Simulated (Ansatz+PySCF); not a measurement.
Two shapes of singlet NO₂(-).

Shape 1:

```xyz
3

N     0.0000    0.0000   -0.4566
O     0.0000    1.0612    0.1998
O     0.0000   -1.0612    0.1998
```

Shape 2:

```xyz
3

N     0.0000    0.0000   -0.4932
O     0.0000    1.1461    0.2158
O     0.0000   -1.1461    0.2158
```

Basis set: def2-SVP (spherical functions). Frozen core: 3 orbitals. Charge -1, multiplicity 1.

Computed with Ansatz (development build ahead of 0.2.0); each method stands on the lowest determinant of its kind that the runs found.

Problem. Which shape is lower in energy, and by how much in each method?

Solution.

| method | E(2) − E(1) (eV) |
| --- | --- |
| RHF | 1.098 |
| UHF | 0.981 |
| RHF-MP2 | 0.396 |
| UHF-MP2 | 1.075 |
| RHF-CCSD | 0.522 |

Shape 1 is lower. Caution: no diffuse functions for an anion. Caution for UHF, UHF-MP2: the unrestricted determinant is spin contaminated; the determinant breaks the point group. Caution for UHF-MP2: another reference gives a lower total.
